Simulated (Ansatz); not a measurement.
I need the interaction energy of a dimer with the counterpoise correction of CH₄OS, SMILES OCS. Use the Ansatz DFT code, driven from Python. Use (for the species named): r2SCAN, def2-SVPD basis, multiplicity 1, D4 dispersion.

```json
{"atom": "O", "x (Å)": "-0.7616", "y (Å)": "-0.8237", "z (Å)": "-0.3544"}
{"atom": "C", "x (Å)": "-0.0428", "y (Å)": "0.3781", "z (Å)": "-0.1149"}
{"atom": "S", "x (Å)": "1.6323", "y (Å)": "-0.0602", "z (Å)": "0.2366"}
{"atom": "H", "x (Å)": "-1.6160", "y (Å)": "-0.4625", "z (Å)": "-0.6457"}
{"atom": "H", "x (Å)": "-0.0656", "y (Å)": "1.0260", "z (Å)": "-1.0089"}
{"atom": "H", "x (Å)": "-0.4693", "y (Å)": "0.9252", "z (Å)": "0.7399"}
{"atom": "H", "x (Å)": "1.3842", "y (Å)": "-1.0509", "z (Å)": "1.1017"}
```

`dimer_ch4os.py`:
```python
"""Interaction energy of two CH4OS molecules, with the counterpoise correction."""

import ansatz as az

FIRST = [
    ("O", (-0.7703, -0.814, -0.3479)),
    ("C", (-0.0515, 0.3878, -0.1084)),
    ("S", (1.6236, -0.0505, 0.2431)),
    ("H", (-1.6247, -0.4528, -0.6392)),
    ("H", (-0.0743, 1.0357, -1.0024)),
    ("H", (-0.478, 0.9349, 0.7464)),
    ("H", (1.3755, -1.0412, 1.1082)),
]
SECOND = [
    ("O", (-0.056, 2.2699, -3.1111)),
    ("C", (0.7694, 1.7571, -4.1475)),
    ("S", (-0.1686, 1.7875, -5.6444)),
    ("H", (0.5854, 2.3157, -2.3819)),
    ("H", (1.6678, 2.3871, -4.2725)),
    ("H", (1.0792, 0.7243, -3.9259)),
    ("H", (-1.2994, 1.2582, -5.1622)),
]

def energy(atoms, ghosts=()):
    molecule = az.Crystal.molecule()
    for symbol, xyz in atoms:
        molecule = molecule.atom(symbol, xyz)
    calc = (
        molecule.calculation()
        .basis(gaussian="def2-SVPD")
        .functional("r2SCAN", dispersion="d4")
        .accuracy("medium")
    )
    deck = calc.input()
    if ghosts:
        deck = deck.set(az.key.basis.gaussian.ghost_atoms, [{"symbol": s, "position_ang": list(xyz)} for s, xyz in ghosts])
    return az.Session.from_dict(deck).plan().execute().report["free_energy_ev"]

# monomers in their own basis and in the basis of the dimer
both = energy(FIRST + SECOND)
alone = energy(FIRST) + energy(SECOND)
ghosted = energy(FIRST, SECOND) + energy(SECOND, FIRST)
print(f"dimer {both:.6f} eV")
print(f"interaction, uncorrected   {96.485332 * (both - alone):8.3f} kJ/mol")
print(f"interaction, counterpoise  {96.485332 * (both - ghosted):8.3f} kJ/mol")
print(f"basis-set superposition    {96.485332 * (alone - ghosted):8.3f} kJ/mol")
```

```console
$ python dimer_ch4os.py
dimer -27952.661047 eV
interaction, uncorrected     -6.916 kJ/mol
interaction, counterpoise    -4.076 kJ/mol
basis-set superposition       2.839 kJ/mol
```

Uncorrected it is -6.916 kJ/mol, with the counterpoise correction -4.076 kJ/mol; the difference, 2.84 kJ/mol, is the superposition error.

What to keep in mind:
- These settings explore the input space; basis and method may be short of convergence.
- The dimer is a generated trial pose of unrelaxed monomers, not a minimum, so the figure is no binding energy, and the basis set is small.
- Run time: 32 s on 1 thread of Intel(R) Xeon(R) Processor @ 2.30GHz (shared host), peak memory 0.42 GiB.
